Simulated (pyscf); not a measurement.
Single points on ωB97X-D3(BJ)/def2-SVP structures (PySCF, gas phase). Correlated levels are frozen-core, on RHF or UHF. ΔMP2 is the change of the MP2 total energy from the triple- to the quadruple-zeta basis.

Problem. H₂C=CH–SiH₃ (SMILES C=C[SiH3]) → SiH₄ (SMILES [SiH4]) + HC≡CH (SMILES C#C)
Surface: singlet. Broken: C–Si, C–H. Formed: H–Si. Give ΔE‡ and ΔE from CCSD(T)/def2-TZVPP + ΔMP2(QZVPP), relative to the reactant's lowest minimum found.

Solution. ΔE‡ = 401.5 kJ/mol, ΔE = +184.1 kJ/mol. Zero-point energy shifts the barrier by -19.0 kJ/mol. It is an elimination, with an imaginary mode of 1017i cm⁻¹. At the saddle there is also a short C–Si contact that neither side keeps. The same reactants have a lower exit, to cyclic C₂H₆Si (SMILES C1C[SiH2]1) (barrier +290.8 kJ/mol at ωB97M-D3(BJ), against +401.3 kJ/mol here). This is the saddle that the search found; another between the same sides may lie lower. The CCSD(T) − MP2 part came from Ansatz, without density fitting, on the same reference. The largest closed-shell T1 diagnostic is 0.030, which may signal static correlation.
